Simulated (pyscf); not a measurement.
Optimised with ωB97X-D3(BJ)/def2-SVP in PySCF.

Task: How much does it cost (ΔH, 298 K, ωB97M-D3(BJ)/def2-TZVP) to split O=Ta(OH)(OH)–Cl (SMILES [O]=[Ta]([OH])([OH])[Cl]) at its O–Ta bond into [O=Ta(OH)–Cl]• + OH•?

Result: O–Ta to [O=Ta(OH)–Cl]• + OH•: 5.37 eV. The 7 functionals that were run give +5.25 (M06-2X) to +5.53 eV (ωB97X-D3(BJ)). The radicals are drawn with the spin at the cut bond; how far it spreads was not checked. Other isomers of [O=Ta(OH)–Cl]• were not searched in full and may lie lower. Left out: the spin-orbit lowering of OH. Open-shell species with a d-block atom are single-reference here; other states, and whether the spin sits on metal or ligand, were not checked. Elements past Kr carry the def2 core potentials, without spin-orbit coupling.
